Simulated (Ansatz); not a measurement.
Structure relaxation of KAlPb3

Level of theory: DFT PBE, scalar-relativistic, plane waves, PAW (Ansatz 0.2.0). Cutoff 420 eV, Γ-centred k mesh, Gaussian smearing, no spin polarisation in the final step.

The start puts KAlPb3 on the cubic perovskite structure type (Pm-3m, No. 221), with Al in place of Sr, K in place of Ti, Pb in place of O, at a guessed volume.

```
CELL_PARAMETERS angstrom
5.15153 0.00000 0.00000
0.00000 5.15153 0.00000
0.00000 0.00000 5.15153
ATOMIC_POSITIONS crystal
K 0.50000 0.50000 0.50000
Al 0.00000 0.00000 0.00000
Pb 0.00000 0.50000 0.50000
Pb 0.50000 0.00000 0.50000
Pb 0.50000 0.50000 0.00000
```

Cell and atoms relax at zero pressure; the relaxation can't lower the symmetry of the start. After a coarse first stage the cell is made exact in the group found at 0.06 Å.

The zero of energy is the elements' standard structures at the same level; no fitted shifts are applied.

Question: Describe the relaxed structure.

Answer: It keeps Pm-3m (No. 221). The result still has the cubic perovskite structure. Conventional cell: a = 6.005 Å. K has 6 Pb at 3.00 Å; Al has 12 Pb at 4.25 Å; around Pb lie 2 K at 3.00 Å.

```cif
data_structure
_symmetry_space_group_name_H-M 'Pm-3m'
_symmetry_Int_Tables_number 221
_cell_length_a 6.0046
_cell_length_b 6.0046
_cell_length_c 6.0046
_cell_angle_alpha 90.000
_cell_angle_beta 90.000
_cell_angle_gamma 90.000
_cell_volume 216.50
loop_
_atom_site_label
_atom_site_type_symbol
_atom_site_symmetry_multiplicity
_atom_site_Wyckoff_symbol
_atom_site_fract_x
_atom_site_fract_y
_atom_site_fract_z
_atom_site_occupancy
K1 K 1 b 0.50000 0.50000 0.50000 1
Al1 Al 1 a 0.00000 0.00000 0.00000 1
Pb1 Pb 3 c 0.00000 0.50000 0.50000 1
```

Question: What are its volume, energy, density and gap?

Answer: The volume per atom is 43.30 Å³. The density is 5.27 g/cm³ and the energy over the elements is 1.08 eV/atom. The gap on the 6×6×6 mesh is 0 eV (a metal).

The final run used a 6×6×6 mesh on its 5-atom cell and 0.10 eV smearing. The k mesh leaves about 4 meV/atom of noise in metals. Spin–orbit coupling is left out. A structure relaxed within its symmetry needn't be a true minimum.

Cost: 3 runs of about 0.98 core-minutes in all, on Arm Neoverse V2 (shared hosts).